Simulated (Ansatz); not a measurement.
The input, for Ansatz 0.2.0:

```yaml
crystal:
  periodic: [false, false, false]
  atoms:
    - {symbol: Pd, position_ang: [0.017223, 0.000030, 0.222023]}
    - {symbol: C, position_ang: [-0.147652, 0.008404, -1.594888]}
    - {symbol: H, position_ang: [-0.071031, -0.924974, -2.227471]}
    - {symbol: H, position_ang: [0.012077, 0.821664, -2.209256]}
basis:
  gaussian: {orbitals: def2-SVP}
magnetization: {spin_polarized: true, initial_magnetization: 0}
hamiltonian: {xc: hf}
accuracy: high
output: {forces: true, orbitals: {seedname: orbitals}}
```

```sh
$ ansatz run in.yaml --threads 1 --pin off --events-out ev --progress --plain --max-ram 2393MiB
```

Task: Roughly how long does this take on 1 thread of Arm Neoverse V2, shared host, and how much host memory?

Result: 6.5 s wall and 0.16 GiB.

```
1199 factors; integrals over basis functions are off by at most 3.3e-9 eV
mean field evaluation 1: about -4507.7514 eV, gradient 3.4e1 eV
mean field evaluation 2: about -4507.8531 eV, gradient 3.4e1 eV
mean field evaluation 4: about -4513.7063 eV, gradient 2.5e0 eV
mean field evaluation 8: about -4513.8399 eV, gradient 3.7e-1 eV
mean field evaluation 16: about -4513.8560 eV, gradient 1.3e-5 eV
mean field evaluation 32: about -4514.6888 eV, gradient 3.4e-1 eV
mean field evaluation 64: about -4513.9953 eV, gradient 2.2e-1 eV
mean field evaluation 96: about -4514.0007 eV, gradient 3.0e-2 eV
mean field evaluation 128: about -4513.8285 eV, gradient 6.6e-1 eV
mean field evaluation 160: about -4514.4079 eV, gradient 1.9e-1 eV
mean field evaluation 192: about -4513.3427 eV, gradient 6.0e0 eV
mean field evaluation 224: about -4514.3374 eV, gradient 1.9e0 eV
mean field evaluation 256: about -4514.3547 eV, gradient 8.2e-1 eV
mean field evaluation 288: about -4514.3437 eV, gradient 1.0e0 eV
mean field evaluation 320: about -4510.1304 eV, gradient 3.0e1 eV
mean field evaluation 352: about -4513.6358 eV, gradient 1.8e0 eV
mean field evaluation 384: about -4513.2701 eV, gradient 1.8e0 eV
mean field evaluation 416: about -4508.2164 eV, gradient 2.2e1 eV
mean field evaluation 448: about -4514.6863 eV, gradient 8.6e-2 eV
mean field evaluation 480: about -4512.6663 eV, gradient 2.3e0 eV
mean field evaluation 512: about -4511.4660 eV, gradient 1.4e0 eV
mean field evaluation 544: about -4510.8250 eV, gradient 9.9e0 eV
mean field evaluation 576: about -4513.8560 eV, gradient 1.0e-3 eV
mean field evaluation 608: about -4495.4347 eV, gradient 3.6e1 eV
mean field evaluation 640: about -4508.9064 eV, gradient 9.9e0 eV
mean field evaluation 672: about -4512.6503 eV, gradient 9.9e0 eV
mean field -4514.68957441 eV, -165.9117816931 hartree, gradient 2.8e-8 eV, S^2 1.012175; 15 other end points of the search recorded, 0 dependent functions left out
the calculation of the forces begins
reference -4514.68957441 eV, -165.9117816931 hartree; 13, 13 occupied and 42, 42 virtual orbitals, 1199 factors
Total energy: -4514.68957441 eV, -165.9117816931 hartree
Atom 0 at     0.017223     0.000030     0.222023 Å, force     0.402450    -0.020381     4.557180 eV/Å
Atom 1 at    -0.147652     0.008404    -1.594888 Å, force    -0.622329    -3.019156    -4.034693 eV/Å
Atom 2 at    -0.071031    -0.924974    -2.227471 Å, force    -0.138847     0.772214     0.833264 eV/Å
Atom 3 at     0.012077     0.821664    -2.209256 Å, force     0.358727     2.267323    -1.355751 eV/Å
Dipole moment:     0.150461    -0.002529     0.580073 e Å
```

Forces (eV/Å):
```
Pd   0.402 -0.020  4.557
C   -0.622 -3.019 -4.035
H   -0.139  0.772  0.833
H    0.359  2.267 -1.356
```
